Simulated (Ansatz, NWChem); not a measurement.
# A ladder of methods for NH3 (ammonia)

The species is NH3 (4 atoms), meant as a singlet with charge 0. SMILES: `N`. Geometry: relaxed at PBE0-D4/def2-TZVP. The run starts from this shape.

Each level gives the adiabatic ionisation energy (to the doublet cation, no zero-point term) (eV). The values are calculated.

| level | kind | program | value (eV) |
| --- | --- | --- | --- |
| HF/6-31G* (spherical functions) | Hartree–Fock | NWChem | 8.48 |
| HF/6-31G* (Cartesian functions) | Hartree–Fock | Ansatz | 8.47 |
| B3LYP/6-31G* (Cartesian functions) | global hybrid | Ansatz | 9.89 |
| MP2/6-31G* (Cartesian functions) | perturbation theory | Ansatz | 9.53 |

The values span 8.47 to 9.89 eV.
